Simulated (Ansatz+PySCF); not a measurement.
Results of a calculation; reference values are marked as such.
Input for PySCF 2.14.0:

```python
from pyscf import gto, scf, cc

mol = gto.M(atom="""
Li 0.000000 0.000000 0.000000
F 0.000000 0.000000 3.550000
""", basis='6-31g', charge=0, spin=0)
mf = scf.UHF(mol)
mf.kernel()
mycc = cc.CCSD(mf, frozen=2).run()
et = mycc.ccsd_t()
print(mf.e_tot, mycc.e_corr, et, mycc.e_tot + et)
```

The script is written out from the run's settings.

The run gave:

| Item | Value |
| --- | --- |
| Converged | yes |
| Reference energy | -106.75548 hartree |
| CCSD correlation energy | -0.14102 hartree |
| Triples correction | -0.00853 hartree |
| Total energy | -106.90502 hartree |
| Spin squared of the determinant | 0.000 |

The reference isn't the lowest determinant (another lies 1.03 eV lower), but the same method gives a higher total on the lower determinant. Caution: large amplitudes, a single reference is doubtful.
